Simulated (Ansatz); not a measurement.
# AlBHF (triplet): wave-function methods side by side at a displaced geometry (v1), cc-pVDZ

Aim: climb from Hartree-Fock through coupled cluster for AlBHF (triplet) at one geometry and basis, and see what each rung misses.

The runs use Ansatz 0.2.0, Gaussian basis; cc-pVDZ, core rule «outside noble gas», up to 7 orbitals frozen.

Plan: UHF; CCSD(T) on ROHF; CCSD(T) on UHF; BCCD(T) on ROHF; CISD; CCSDT(Q) on ROHF; CCSDT(Q) on UHF.

26 further runs of the same task are left out: 9 that didn't finish, 17 set aside as unsound or not needed.

## Step 1: The geometry

The geometry is a PBE0/def2-TZVP stationary point (not a proven minimum) with its atoms shifted at random (size 0.040 Å).

4 atoms, charge 0, spin multiplicity 3.

Atoms are counted from 1 here; the program's logs count them from 0.

Bond lengths: Al1–B2 2.116 Å, B2–F3 1.327 Å, B2–H4 1.204 Å. Angles: Al1–B2–F3 129.7°, Al1–B2–H4 112.5°, F3–B2–H4 117.8°.

## Step 2: UHF

in.yaml

```yaml
crystal:
  periodic: [false, false, false]
  atoms:
    - {symbol: Al, position_ang: [-0.014366, -0.086010, 1.447343]}
    - {symbol: B, position_ang: [-0.015199, 0.496790, -0.587037]}
    - {symbol: F, position_ang: [0.032765, -0.250305, -1.683070]}
    - {symbol: H, position_ang: [-0.070012, 1.691843, -0.723688]}
basis:
  gaussian: {orbitals: cc-pVDZ}
magnetization: {spin_polarized: true, initial_magnetization: 2}
hamiltonian: {xc: hf}
output: {orbitals: {seedname: orbitals}}
```

On the command line:

```bash
$ ansatz run in.yaml --threads 1 --pin off --events-out ev --progress --plain --max-ram 2393MiB
```

After this run come: CCSD(T) on ROHF; CCSD(T) on UHF; BCCD(T) on ROHF; CISD; CCSDT(Q) on ROHF; CCSDT(Q) on UHF.

**Question.** What will the summary of the whole plan be? Wanted: UCCSDT(Q) below the RHF energy; RMP2 from UCCSDT(Q); UMP2 from UCCSDT(Q); RCCSD from UCCSDT(Q); RCCSD(T) from UCCSDT(Q); UCCSD(T) from UCCSDT(Q); RCCSDT(Q) from UCCSDT(Q); T1 diagnostic.

The runs gave:

| quantity | value |
| --- | --- |
| UCCSDT(Q) below the RHF energy | -9.2583 eV |
| RMP2 from UCCSDT(Q) | +1072.7 meV |
| UMP2 from UCCSDT(Q) | +1032.6 meV |
| RCCSD from UCCSDT(Q) | +319.1 meV |
| RCCSD(T) from UCCSDT(Q) | +67.9 meV |
| UCCSD(T) from UCCSDT(Q) | +65.2 meV |
| RCCSDT(Q) from UCCSDT(Q) | +3.2 meV |
| levels within 1 kcal/mol (43 meV) | RCCSDT, UCCSDT, RCCSDT(Q) |
| T1 diagnostic | 0.045 |

RCCSD(T) lands +67.9 meV from the yardstick (0.7 % of the correlation energy). These misses are within one basis, not against nature; the frozen cores of restricted and unrestricted runs differ, which can shift their rows.
